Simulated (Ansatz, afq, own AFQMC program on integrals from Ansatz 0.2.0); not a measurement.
Integrals from Ansatz 0.2.0, then the random walk in our own AFQMC program (afq).

```yaml
crystal:
  periodic: [false, false, false]
  atoms:
    - {symbol: Al, position_ang: [0.000000, 0.000000, 0.000000]}
    - {symbol: N, position_ang: [0.000000, 0.000000, 1.985000]}
basis:
  gaussian: {orbitals: 6-31G}
magnetization: {spin_polarized: false}
correlation: {method: ccsd_t, electrons: outside_noble_gas, hamiltonian_folder: ham}
```

```sh
$ ansatz run in.yaml --threads 1 --pin off --events-out ev --progress --plain --max-ram 16896MiB --backend cuda --devices 0, --max-vram 18GiB
```

Options of the walk:

```
--method free --trial cisd --walkers 4000 --time-step 0.03 --max-blocks 4000 --target-error 0.00034 --factor-cut 1e-05 --seed 8201 --times 0,0.3,0.6,1.2,1.8,2.4,3.6,4.8,6 --taylor-order 8
```

Times are imaginary, in 1/Eh. The walk had a cap of 61 s.

Output of the walk:

```
orbitals 16  electrons 4 4  factors 87 of 270
reference energy -296.11621087 Eh
CCSD correlation -0.18528498 Eh in 18 cycles, weight of the determinant in the CISD state 0.5351
repeat  energy at the last time / Eh  error
    10  -296.315934  0.001651
    20  -296.316534  0.001004
    30  -296.316973  0.000848
    40  -296.316559  0.000727
    50  -296.317160  0.000639
    60  -296.317016  0.000585
    70  -296.317249  0.000527
    80  -296.317350  0.000507
    90  -296.317141  0.000500
   100  -296.316906  0.000476
   110  -296.317113  0.000455
   120  -296.317130  0.000434
   130  -296.317340  0.000427
   140  -296.317403  0.000415
   150  -296.317184  0.000398
   160  -296.317211  0.000378
   170  -296.317264  0.000364
   180  -296.317253  0.000351
   190  -296.317280  0.000344
   200  -296.317249  0.000337
time / (1/Eh)  energy / Eh  error  mean overlap
  0.00  -296.301587  0.000152  1.8686
  0.30  -296.306438  0.000125  1.8716
  0.60  -296.309307  0.000115  1.8756
  1.20  -296.312341  0.000114  1.8868
  1.80  -296.314006  0.000121  1.9014
  2.40  -296.315376  0.000135  1.9154
  3.60  -296.316453  0.000188  1.9482
  4.80  -296.316785  0.000295  1.9898
  6.00  -296.317221  0.000337  2.0367
energy -296.317221 +/- 0.000337 Eh
```

The run passed its tests (error under three times the target), which doesn't prove that it has relaxed.

Against this walk (error 9.2 meV) on the same determinant: CCSD(T) 81.7 meV lower, CCSDT(Q) 237.5 meV lower, CCSDTQ 56.5 meV lower, full CI 55.3 meV lower. The error is statistical, and a free projection of finite length keeps a remainder of its start. The projection is still falling at its last time (meV from the last point: 87 ± 3 at 1.80, 50 ± 4 at 2.40, 21 ± 5 at 3.60, 12 ± 8 at 4.80, 0 ± 9 at 6.00), so its energy is a cut-off value, and the gaps above aren't errors of the other methods. Full CI is exact here, so the walk's 55 meV above it is the walk's own error: what remains of the start. The determinant is a poor start (see the cautions), so the low cluster orders aren't to be relied on, and full CI is the sure value.

Cautions: remainder of the start not in the error; higher spins were not checked; restricted determinant unstable towards unrestricted (UHF 2.74 eV lower, ⟨S²⟩ 1.00); the search met a lower determinant of the same kind, perhaps of another symmetry (1.13 eV lower), and this one is a saddle point; strong correlation (T1 0.147, weight of the determinant 0.54, largest double 0.17); (T) is large, 10 % of the CCSD correlation; (Q) is large, 204 meV, so the cluster series hasn't closed; CCSDT(Q) is in doubt: in a space of 8 electrons in 8 natural orbitals full CI lies 161 meV above it; CCSDTQ on the UHF determinant differs (989 meV lower), perhaps since the unrestricted series falls towards higher spin.

The walk took 39 s on 1 × NVIDIA H100 80GB HBM3 with 2 threads of AMD EPYC 7R13 Processor (Zen 3) (shared host) (the card was shared). The log's last line is the free-projection energy.

CCSDT and higher add their correlation energy to the determinant of the CCSD(T) run, since their own runs factorise the integrals more tightly (a shift of under 2 meV). A walk keeps the symmetry of its determinant, which the program's search chose and which needn't be the lowest solution, so a lower state of the same spin and another symmetry isn't excluded.
